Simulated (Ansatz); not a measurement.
# [GeH3]-: structure and electronic state

What does [GeH3]- look like as a singlet, and where do its frontier electrons sit?

The runs use Ansatz 0.2.0, Gaussian basis; RKS PBE0-D4/def2-TZVPD.

Levels to be run: relaxation at r2SCAN-D4/def2-TZVPD; a single point at PBE0-D4/def2-TZVPD.

### 1 Where the work starts

4 atoms, charge -1, spin multiplicity 1.

Atoms are counted from 1 here; the program's logs count them from 0.

Bond lengths: Ge1–H2 1.752 Å, Ge1–H3 1.754 Å, Ge1–H4 1.756 Å. Angles: H2–Ge1–H3 89.1°, H2–Ge1–H4 89.3°, H3–Ge1–H4 89.6°.

The ion is computed in the gas phase, without counter-ions or solvent.

The start is a GFN2-xTB geometry.

### 2 Optimising with r2SCAN-D4/def2-TZVPD

in.yaml

```yaml
crystal:
  periodic: [false, false, false]
  atoms:
    - {symbol: Ge, position_ang: [-0.007520, 0.005800, 0.768010]}
    - {symbol: H, position_ang: [1.421950, -0.031460, -0.244430]}
    - {symbol: H, position_ang: [-0.677460, 1.249470, -0.271720]}
    - {symbol: H, position_ang: [-0.736970, -1.223820, -0.251850]}
basis:
  gaussian: {orbitals: def2-TZVPD}
total_charge: -1
hamiltonian: {xc: r2scan, dispersion: d4}
scf: {omitted_lower_state_checks: [starts]}
output: {orbitals: {seedname: orbitals}}
relax: {f_tol: 0.02, max_steps: 100}
```

Started as:

```console
$ ansatz run in.yaml --threads 4 --pin off --events-out ev --progress --plain --max-ram 3916MiB
```

The runs that follow: Single point, PBE0-D4/def2-TZVPD.

Q: Predict the results of all the runs planned. Wanted: point group; commonest bond; HOMO, LUMO at PBE0-D4/def2-TZVPD.

The runs gave:

```
                        quantity                           value
                     point group                             C3v
                  commonest bond  Ge–H, 3 of mean length 1.611 Å
HOMO, LUMO at PBE0-D4/def2-TZVPD                   0.03, 4.74 eV
```

What this shows: The molecule keeps its bonding pattern by the stored test; the atoms moved 0.09 Å (rms). No usable vibrations, so a minimum isn't proven. The HOMO lies nearest to Ge1 65 %; H2, H3, H4 about 12 % each and the LUMO to H2, H3, H4 about 26 % each; Ge1 21 %. Doubts on the single point: highest occupied level lies above zero.
